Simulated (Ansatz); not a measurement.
A calculation with Ansatz (development build ahead of 0.2.0).

```yaml
crystal:
  periodic: [false, false, false]
  atoms:
    - { symbol: Na, position_ang: [0.0, 0.0, 0.0] }
    - { symbol: Cl, position_ang: [0.0, 0.0, 5.9] }
basis:
  gaussian: { orbitals: pcseg-2 }
magnetization:
  spin_polarized: true
hamiltonian:
  xc: hf
```

The input is written out in the form of the current development build from the run's settings.

Output:

| Item | Value |
| --- | --- |
| Converged | yes |
| Total energy | -621.32574 hartree |
| Spin squared of the determinant | 1.001 |
| Stability test | minimum |

Caution: the unrestricted determinant is a mixture of spin states.
